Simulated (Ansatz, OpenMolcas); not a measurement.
# CH5BO (SMILES CBO): the vertical electron affinity, rung by rung

The species is CH5BO (8 atoms), meant as a singlet with charge 0. SMILES: `CBO`. The coordinates come from a PBE0-D4/def2-TZVP relaxation. This is one conformer, not always the lowest.

Quantity: the vertical electron affinity (to the doublet anion), in eV. The values are calculated.

The electron affinity is E(neutral) − E(anion): positive where the electron is bound.

| level | kind | program | value (eV) | CPU time (all runs) |
| --- | --- | --- | --- | --- |
| HF/6-311+G** | Hartree–Fock | Ansatz | -1.44 | 13 s |
| M06-L/6-311+G** | meta-GGA | OpenMolcas | -1.56 | 3 min |
| TPSS/6-311+G** | meta-GGA | OpenMolcas | -0.99 | 2.3 min |
| r2SCAN/6-311+G** | meta-GGA | OpenMolcas | -0.99 | 2.1 min |
| CAM-B3LYP/6-311+G** | range-separated hybrid | Ansatz | -1.05 | 37 s |
| B2PLYP/6-311+G** | double hybrid | Ansatz | -1.08 | 45 s |
| RPA@PBE/6-311+G** | RPA | Ansatz | -0.77 | 66 s |
| CCSD/6-311+G** | coupled cluster or CI | Ansatz | -1.20 | 88 s |

Where it was recorded, the anion's HOMO is positive in HF/6-311+G**, M06-L/6-311+G**, TPSS/6-311+G**, r2SCAN/6-311+G**, CAM-B3LYP/6-311+G**, B2PLYP/6-311+G**: a fault of the level (basis or self-interaction), which says nothing on whether the real anion is bound. The values span -1.56 to -0.77 eV. The second state's dipole differs much between rows, so they may not all be the same state. Negative values mean that the anion is unbound at that level; they are set by how diffuse the basis is and aren't properties of the molecule, whose anion may well be bound. Times are those of the runs behind each value, whatever else they computed, on shared processors of several kinds: orders of magnitude only.
